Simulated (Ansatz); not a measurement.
Frontier orbitals of C3H3FS, SMILES `F/C=C1\CS1`.

Z-matrix (Å, degrees):
```
C
S 1 1.832
C 1 1.449 2 62.1
H 1 1.085 2 115.3 3 110.5
H 1 1.085 2 115.3 3 -110.5
C 3 1.313 1 146.4 2 -180.0
F 6 1.341 3 121.0 1 -0.0
H 6 1.082 3 125.5 1 180.0
```

The species carries charge 0 and has multiplicity 1. All single points use the PBE0-D4/def2-TZVP geometry. Basis def2-TZVPP, Ansatz 0.2.0.

```
functional  HOMO (eV)  LUMO (eV)  gap (eV)
       PBE      -5.35      -1.41      3.94
    revPBE      -5.29      -1.33      3.96
      PBE0      -6.51      -0.39      6.12
   ωB97M-V      -8.63       1.72     10.35
        HF      -9.10       3.30     12.40
```

A quarter of exact exchange (PBE0) shifts PBE's HOMO by −1.16 eV and its LUMO by +1.02 eV; full exchange at long range (ωB97M-V) shifts them by −3.28 and +3.13 eV. The gap opens from 3.94 to 10.35 eV, since occupied levels lose self-interaction and empty ones feel all the electrons. A positive LUMO is unbound and depends on the basis.
